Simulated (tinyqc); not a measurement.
Worked calculation: Born-Oppenheimer dynamics on the B3LYP (VWN-RPA form)/sto-3g surface (energies and gradients from PySCF), for H2O, spin multiplicity 1. Computed by tinyqc, a small Python program that keeps every step (integrals from PySCF). Settings: charge = 0, multiplicity = 1, basis = sto-3g, functional = b3lyp, time step (fs) = 0.5, steps = 16. Command: `OMP_NUM_THREADS=1 python tinyqc.py 20997 20998 out.jsonl` (the two numbers bound the seeds that draw the settings). One thread of a shared host (Intel(R) Xeon(R) Processor @ 2.60GHz), about 8 s of CPU time with the checks.

## Velocity Verlet step 1

positions (bohr):
```
            x          y         z
1O  -0.064251   0.024566  0.060471
2H   0.030236   1.279345  1.118718
3H  -0.085038  -1.235881  1.194307
```

velocities (bohr per atomic time unit):
```
               x             y             z
1O  -0.000007274  -0.000003246   0.000013989
2H   0.000158726  -0.000063246  -0.000150011
3H  -0.000043274   0.000114754  -0.000072011
```

gradient (hartree/bohr):
```
              x            y            z
1O   0.01046317   0.04913396   0.24185476
2H  -0.01331113  -0.18490416  -0.13779382
3H   0.00284871   0.13576764  -0.10406204
```

masses (electron masses): 1O 29156.946388, 2H 1837.152588, 3H 1837.152588

gradient after step 1 (hartree/bohr):
```
              x            y            z
1O   0.00944205   0.03975078   0.21451242
2H  -0.01206490  -0.16150148  -0.12040308
3H   0.00262365   0.12174886  -0.09410994
```

dt = 0.5 fs = 20.6707 atomic units; x' = x + v dt - g dt^2 / (2m); after the new gradient g', v' = v - (g + g') dt / (2m).

positions after step 1 (bohr):
```
            x          y         z
1O  -0.064478   0.024139  0.058988
2H   0.035065   1.299539  1.131641
3H  -0.086263  -1.249297  1.204920
```

velocities after step 1 (bohr per atomic time unit):
```
               x             y             z
1O  -0.000014330  -0.000034753  -0.000147780
2H   0.000301484   0.001885543   0.001302538
3H  -0.000074061  -0.001333966   0.001042853
```

## Velocity Verlet step 2

gradient after step 2 (hartree/bohr):
```
              x            y            z
1O   0.00612932   0.01898268   0.14297304
2H  -0.00792342  -0.10222806  -0.07692608
3H   0.00179468   0.08324049  -0.06604889
```

As before.

positions after step 2 (bohr):
```
            x          y         z
1O  -0.064843   0.023130  0.054362
2H   0.042699   1.357296  1.172567
3H  -0.088099  -1.291029  1.237420
```

velocities after step 2 (bohr per atomic time unit):
```
               x             y             z
1O  -0.000019850  -0.000055572  -0.000274499
2H   0.000413934   0.003369217   0.002412661
3H  -0.000098917  -0.002487183   0.001943865
```

## Energy conservation

The total energy should stay constant up to terms of order dt^2; the step counts as short enough if it moves by less than 2 % of the largest kinetic energy.

Trajectory:
```
time (fs)  1O-2H (angstrom)  potential (hartree)  kinetic (hartree)  total (hartree)
0.000000           0.870055         -75.27545588         0.00006985     -75.27538603
0.500000           0.883447         -75.28381900         0.00788533     -75.27593367
1.000000           0.922947         -75.30315000         0.02624326     -75.27690674
1.500000           0.979035         -75.31851054         0.04122862     -75.27728191
2.000000           1.041463         -75.32253906         0.04544947     -75.27708959
2.500000           1.102155         -75.31655627         0.03983184     -75.27672443
3.000000           1.155683         -75.30526777         0.02885345     -75.27641432
3.500000           1.198708         -75.29312006         0.01690880     -75.27621126
4.000000           1.229287         -75.28319782         0.00710081     -75.27609700
4.500000           1.246356         -75.27730808         0.00126388     -75.27604420
5.000000           1.249416         -75.27630897         0.00027284     -75.27603612
5.500000           1.238382         -75.28033319         0.00426315     -75.27607004
6.000000           1.213560         -75.28882572         0.01266839     -75.27615732
6.500000           1.175739         -75.30038906         0.02406692     -75.27632214
7.000000           1.126435         -75.31247556         0.03588497     -75.27659060
7.500000           1.068317         -75.32113672         0.04418787     -75.27694885
8.000000           1.005848         -75.32150638         0.04425623     -75.27725015
```

The total energy moves within 1.9e-03 hartree; that is over 2 % of the largest kinetic energy, so the time step is too long.
